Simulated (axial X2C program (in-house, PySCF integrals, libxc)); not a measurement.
**OBO²⁺: bond lengths and stretches, held linear**

Aim: the two bond lengths and stretching wavenumbers of linear OBO²⁺, with and without spin–orbit coupling, at PBE0, TPSSh.

Method: all-electron X2C, two-component (2c) or spin-free, O dyall-av3z, B dyall-v3z; program: an in-house X2C program for linear molecules on PySCF integrals.

All values are calculated.

2 further runs of the same task are left out: 2 set aside as unsound or not needed.

## Step 1: Input

Contents of task.json:

```json
{"zs": [8, 5, 8], "q": 2, "bas": ["dyall-av3z", "dyall-v3z", "dyall-av3z"], "r0": [1.35, 1.35], "symm": 1, "scan": ["PBE0", "HF", "TPSSh"], "levels": ["PBE0", "HF", "BHandHLYP"], "nst": 2}
```

Keys: zs atomic numbers; q charge; bas basis sets; r0 starting distance in Å; symm equal bonds; scan levels of the two-bond scan; levels methods; nst determinants followed.

On the command line:

```
> python solin.py task.json out
```

Masses O 15.995, B 11.009, O 15.995 u.

## Step 2: Scan at PBE0, 2c

State: Ω = 5/2 (beyond evenly filled blocks: ω = -1/2, 2 × ω = 3/2). Energies above the lowest point, from the job's result record:

```
r(O–B) (Å)  r(B–O) (Å)  E (meV)
    1.3465      1.3465    54.06
    1.3465      1.3810    17.65
    1.3465      1.4155     9.97
    1.3810      1.3465    17.65
    1.3810      1.3810     0.00
    1.3810      1.4155    10.29
    1.3810      1.4501    41.76
    1.4155      1.3465     9.97
    1.4155      1.3810    10.29
    1.4155      1.4155    38.01
    1.4501      1.3810    41.76
    1.4501      1.4501   150.64
```

A quadratic surface with cubic terms in each bond gives the minimum at 1.383 and 1.383 Å, force constants 3.65, 3.65 and coupling 2.33 mdyn/Å.

## Step 3: Scan at TPSSh, 2c

State: Ω = 5/2 (beyond evenly filled blocks: ω = -1/2, 2 × ω = 3/2). Energies above the lowest point, from the job's result record:

```
r(O–B) (Å)  r(B–O) (Å)  E (meV)
    1.3465      1.3465    75.89
    1.3465      1.3810    30.53
    1.3465      1.4155    17.74
    1.3810      1.3465    30.53
    1.3810      1.3810     0.00
    1.3810      1.4155     1.35
    1.3810      1.4501    27.61
    1.4155      1.3465    17.74
    1.4155      1.3810     1.35
    1.4155      1.4155    16.29
    1.4501      1.3810    27.61
    1.4501      1.4501   107.25
```

A quadratic surface with cubic terms in each bond gives the minimum at 1.392 and 1.392 Å, force constants 3.95, 3.95 and coupling 1.82 mdyn/Å.

## Step 4: Scan at PBE0, spin-free

State: M_S = 3/2, Λ = 1 (beyond evenly filled blocks: 2 × π+α, π+β, 2 × π-α). Energies above the lowest point, from the job's result record:

```
r(O–B) (Å)  r(B–O) (Å)  E (meV)
    1.3465      1.3465    54.20
    1.3465      1.3810    17.73
    1.3465      1.4155    10.02
    1.3810      1.3465    17.73
    1.3810      1.3810     0.00
    1.3810      1.4155    10.24
    1.3810      1.4501    41.69
    1.4155      1.3465    10.02
    1.4155      1.3810    10.24
    1.4155      1.4155    37.89
    1.4501      1.3810    41.69
    1.4501      1.4501   150.42
```

A quadratic surface with cubic terms in each bond gives the minimum at 1.383 and 1.383 Å, force constants 3.66, 3.66 and coupling 2.33 mdyn/Å.

## Step 5: The levels side by side

| level | r(O–B) (Å) | r(B–O) (Å) | lower stretch (cm⁻¹) | upper stretch (cm⁻¹) |
| --- | --- | --- | --- | --- |
| PBE0, 2c | 1.383 | 1.383 | 739.8 | 797.1 |
| TPSSh, 2c | 1.392 | 1.392 | 782.8 | 939.8 |
| PBE0, spin-free | 1.383 | 1.383 | 741.3 | 797.1 |
| TPSSh, spin-free | 1.392 | 1.392 | 782.8 | 940.3 |

Scans not shown above were run alike.

In words: Over the levels the O–B bond spans 1.383 to 1.392 Å and the B–O bond 1.383 to 1.392 Å. At PBE0 spin–orbit coupling leaves both bonds unchanged to 0.001 Å. Each state is one determinant, the lowest of a limited PBE0 search; the stretches come from a fit to few points and are good to some per cent at best. The stretches are sorted by size, and where the two bonds are alike the symmetric and antisymmetric modes can swap order between levels. A multiply charged ion may be only metastable. The molecule was held linear; bending was not examined, so a bent shape may lie lower. Note: functional without a current term on a determinant with orbital currents, of the molecule or an atom. Note: several unpaired electrons, one determinant need not be a pure state.
